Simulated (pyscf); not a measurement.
Single points on ωB97X-D3(BJ)/def2-SVP structures (PySCF, gas phase).

Q: Estimate the classical barrier height and the reaction energy of O=V(OH)(OH)–Cl (SMILES [O]=[V]([OH])([OH])[Cl]) + H₂O (SMILES O) -> O=V(OH)(OH)–OH (SMILES [O]=[V]([OH])([OH])[OH]) + HCl (SMILES Cl) at ωB97M-D3(BJ)/def2-TZVP. The step runs on the singlet surface, breaks Cl–V, H–O and forms O–V, Cl–H; take the separated reactants as zero.

A: ΔE‡ = 14.3 kcal/mol, ΔE = +5.2 kcal/mol. Zero-point energy shifts the barrier by -1.3 kcal/mol. It is a four-centre exchange, with an imaginary mode of 714i cm⁻¹. On the reactant side the descent ends in an adduct with a O–V contact (not fully relaxed), 2.8 kcal/mol under the separated species and 17.2 kcal/mol under the saddle at ωB97X-D3(BJ)/def2-TZVP. On the product side the descent ends in a complex, 4.6 kcal/mol under the separated species and 11.7 kcal/mol under the saddle at ωB97X-D3(BJ)/def2-TZVP. What is counted as formed (O–V) is already present as a longer contact in the reactant adduct; forming that adduct is a step of its own. This is the saddle that the search found; another between the same sides may lie lower.
